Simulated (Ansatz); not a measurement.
# BH₄ (doublet): the correlation ladder at distance B1–H5 = 1.349 Å, cc-pVTZ

Aim: climb from Hartree-Fock through coupled cluster and multireference methods for BH₄ (doublet) at one geometry and basis, and see what each rung misses.

The runs use Ansatz 0.2.0, Gaussian basis; cc-pVTZ, core rule «outside noble gas», up to 1 orbitals frozen.

Plan: UHF; CCSD(T) on ROHF; CCSD(T) on UHF; BCCD(T) on ROHF; CCSDT(Q) on ROHF; CCSDT(Q) on UHF; CASSCF and MRCISD+Q, 3 electrons in 3 orbitals; CASSCF and NEVPT2, 3 electrons in 3 orbitals; CASSCF and MRCISD+Q, 7 electrons in 8 orbitals; CASSCF and NEVPT2, 7 electrons in 8 orbitals.

4 further runs of the same task are left out: 4 for a known fault of the program. Runs told in other sessions of the task aren't counted.

## (1) The system

The geometry derives from a PBE0/def2-TZVP stationary point (not a proven minimum). One bond is set to the value named and the two fragments are kept rigid.

5 atoms, charge 0, spin multiplicity 2.

Atoms are counted from 1 here; the program's logs count them from 0.

Bond lengths: B1–H2 1.220 Å, B1–H3 1.220 Å, B1–H4 1.220 Å, B1–H5 1.349 Å. Angles: H2–B1–H3 96.8°, H2–B1–H4 96.8°, H2–B1–H5 139.9°, H3–B1–H4 139.9°, H3–B1–H5 96.8°, H4–B1–H5 96.8°.

## (2) UHF

Input file in.yaml:

```yaml
crystal:
  periodic: [false, false, false]
  atoms:
    - {symbol: B, position_ang: [-0.003024, 0.005823, 0.005767]}
    - {symbol: H, position_ang: [0.411661, 0.818318, 0.816420]}
    - {symbol: H, position_ang: [-0.427351, -0.801871, 0.816228]}
    - {symbol: H, position_ang: [-0.415836, 0.814469, -0.809676]}
    - {symbol: H, position_ang: [0.463963, -0.893374, -0.884833]}
basis:
  gaussian: {orbitals: cc-pVTZ}
magnetization: {spin_polarized: true, initial_magnetization: 1}
hamiltonian: {xc: hf}
output: {orbitals: {seedname: orbitals}}
```

The run is started by

```
$ ansatz run in.yaml --threads 1 --pin off --events-out ev --progress --plain --max-ram 4096MiB --backend cpu
```

The runs that follow: CCSD(T) on ROHF; CCSD(T) on UHF; BCCD(T) on ROHF; CCSDT(Q) on ROHF; CCSDT(Q) on UHF; CASSCF and MRCISD+Q, 3 electrons in 3 orbitals; CASSCF and NEVPT2, 3 electrons in 3 orbitals; CASSCF and MRCISD+Q, 7 electrons in 8 orbitals; CASSCF and NEVPT2, 7 electrons in 8 orbitals.

Before running them: what should the planned runs give, taken together? Wanted: UCCSDT(Q) from the RHF energy; RMP2 from UCCSDT(Q); UMP2 from UCCSDT(Q); RCCSD from UCCSDT(Q); RCCSD(T) from UCCSDT(Q); UCCSD(T) from UCCSDT(Q); RCCSDT(Q) from UCCSDT(Q); NEVPT2 pair from UCCSDT(Q); MRCISD+Q pair from UCCSDT(Q).

**Answer**, as computed:

| quantity | value |
| --- | --- |
| UCCSDT(Q) from the ROHF energy | -4.8609 eV |
| RMP2 from UCCSDT(Q) | +80.8 kJ/mol |
| UMP2 from UCCSDT(Q) | +85.4 kJ/mol |
| RCCSD from UCCSDT(Q) | +16.0 kJ/mol |
| RCCSD(T) from UCCSDT(Q) | +2.4 kJ/mol |
| UCCSD(T) from UCCSDT(Q) | +2.6 kJ/mol |
| RCCSDT(Q) from UCCSDT(Q) | 0.0 kJ/mol |
| NEVPT2 pair from UCCSDT(Q) | +78.8 kJ/mol |
| MRCISD+Q pair from UCCSDT(Q) | +1.3 kJ/mol |
| NEVPT2 valence from UCCSDT(Q) | +68.3 kJ/mol |
| levels within 1 kcal/mol (43 meV) | RCCSD(T), UCCSD(T), BCCD(T), RCCSDT, UCCSDT, RCCSDT(Q), MRCISD+Q pair, MRCISD+Q valence |
| T1 diagnostic | 0.020 |
| effectively unpaired electrons | 1.02 |

What this shows: RCCSD(T) lands +2.4 kJ/mol from the yardstick (0.5 % of the correlation energy). One determinant dominates. Of the multireference levels listed MRCISD+Q pair comes nearest in total energy (+1.3 kJ/mol), which doesn't show that its space is the better one. These misses are within one basis, not against nature; the frozen cores of restricted and unrestricted runs differ, which can shift their rows.
